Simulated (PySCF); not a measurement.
ammonia cation (H3N), SMILES N (connectivity only; charge and spin as stated), charge +1, multiplicity 2.

Coordinates come from a TPSSh-D3(BJ)/def2-TZVPD optimisation. The spin state was assumed, not searched.

These are TPSSh-D3(BJ)/def2-TZVPD (PySCF) values and carry that method's errors.

Frequencies are harmonic and unscaled.

Modes within 1.5 cm⁻¹ of each other (mostly degenerate sets) share a row, with their intensities summed.

Computed normal modes with their intensities:
```
mode  ν (cm⁻¹)  IR (km/mol)  moving atoms (share of kinetic energy)
----  --------  -----------  --------------------------------------
1          874        220.9                          H 82 %, N 18 %
2–3       1547        127.9                                  H 92 %
4         3333          0.0                                 H 100 %
5–6       3507        520.2                          H 90 %, N 10 %
```
